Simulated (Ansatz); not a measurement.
A made-up structure of Si₂NH₆ (charge +1), closed shell:

```
9
angstrom
N 0.1941 0.8135 -0.0655
Si -0.8985 0.9649 -1.2928
Si 0.5519 -1.2494 1.0159
H -1.6917 -0.1047 -1.7859
H -1.1496 2.1847 -1.9750
H 0.6510 1.7052 0.1254
H 1.9878 -1.5181 0.7832
H -0.3684 -2.1904 0.3436
H 0.2184 -0.9628 2.4282
```

It is relaxed with PBE-D4/def2-SVP and then PBE0-D4/def2-TZVP (Ansatz 0.2.0). Atoms count as bonded within 1.22 times the sum of their covalent radii (H–H: 0.88 Å). The end point is not checked to be a true minimum.

Does its bonding change? (Judge from chemistry; the calculation decides.)

By the calculation: Yes. Formed: N1–Si3; broken: none.

Where it ends: The first stage lowers the energy by 1.26 eV in 7 steps. It ends as Si₂NH₆ ([SiH2][NH][SiH3]), total charge +1:
```
atom    x (Å)    y (Å)    z (Å)
  N1   0.1694   0.5617  -0.0069
 Si2  -0.8837   0.8285  -1.2308
 Si3   0.4982  -0.9910   0.8708
  H4  -1.6811  -0.3084  -1.7062
  H5  -0.9931   2.1775  -1.8040
  H6   0.7150   1.3595   0.3112
  H7   1.9237  -1.2971   0.6492
  H8  -0.4171  -1.9437   0.2082
  H9   0.1638  -0.7442   2.2857
```

Labels in which every atom is bracketed show which atoms are joined, not bond orders.

For scale, one of the runs: PBE0-D4/def2-TZVP relaxation, 141 basis functions, launched by `ansatz run in.yaml --threads 2 --pin off --events-out ev --progress --plain --max-ram 4352MiB`. Hardware: 2 CPU threads of an AMD EPYC 9R45, shared host. Wall time about 8.5 s.
